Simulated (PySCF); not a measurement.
## BS⁻ at RHF-CCSD

Computed with RHF-CCSD; PySCF, no relativity, basis sets B aug-cc-pVDZ, S aug-cc-pV(D+d)Z.

* state: ¹Σ⁺ (singlet), closed shell
* bond length: 1.710 Å
* harmonic wavenumber: 988 cm⁻¹
* force constant: 4.71 mdyn/Å
* rotational constant Be: 0.7039 cm⁻¹
* anharmonicity ωexe: 5.31 cm⁻¹
* vibration–rotation constant αe: 0.00560 cm⁻¹

Correlated steps freeze 6 core orbitals. The CCSD T1 diagnostic is raised, a sign that a single reference may not be enough here.
